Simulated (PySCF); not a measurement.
Species: ethynyl isothiocyanate, C3HNS.
Geometry (PBE0-D3(BJ)/def2-TZVP, Å), atoms numbered from 1 in this order:
```
atom  x, y, z in Å
C1    -0.965    1.610    0.519
C2    -0.351    0.605    0.269
N3     0.304   -0.470    0.000
C4     0.889   -1.473   -0.243
S5     1.658   -2.796   -0.561
H6    -1.512    2.494    0.744
```

Computed with PySCF at wB97X-D/pcSseg-2, non-relativistic, on one gas-phase PBE0-D3(BJ)/def2-TZVP geometry that isn't relaxed in the solvent. The solvent is an IEF-PCM continuum (Bondi radii, 1.10 Å for H, scaled by 1.2). Specific hydrogen bonds and non-electrostatic terms are outside this model.

Gas phase at wB97X-D/pcSseg-2: HOMO -9.06 eV, LUMO 0.26 eV, dipole 1.56 D.

Q: What does the continuum do to the energy, the frontier levels and the dipole at wB97X-D/pcSseg-2 in chloroform?

A: 
```tsv
solvent	ε	E(solvent) − E(gas) (kcal/mol)	polarisation term (kcal/mol)	distortion of the solute (kcal/mol)	HOMO (eV)	LUMO (eV)	dipole (D)
chloroform	4.711	-1.60	-1.75	0.15	-9.02	0.32	2.03
```

Polarisation term: ½ Σ q·V over the induced surface charges. Distortion: the rise of the solute's own energy as its density leaves the gas-phase optimum.

Q: Which radius a makes the point-dipole formula ΔE = −[(ε − 1)/(2ε + 1)]·μ²/a³ give the value in chloroform, with the gas-phase dipole?

A: μ = 0.613 au and |ΔE| = 0.00256 Eh give a = 1.98 Å; the farthest nucleus lies 3.32 Å from the centroid of the nuclei, so such a sphere wouldn't even hold the nuclei. The formula assumes a rigid point dipole at the centre of a sphere.

Q: Give the dipole vector in the frame of the coordinates (D, pointing from negative to positive charge), gas and chloroform.

A: Gas (-0.79, 1.30, 0.33), solvent (-1.03, 1.70, 0.42). Its length changes by +30 % and its direction by less than 1°.

Note: wB97X-D ran without an empirical dispersion term, which enters the total energy and its gradient alone.
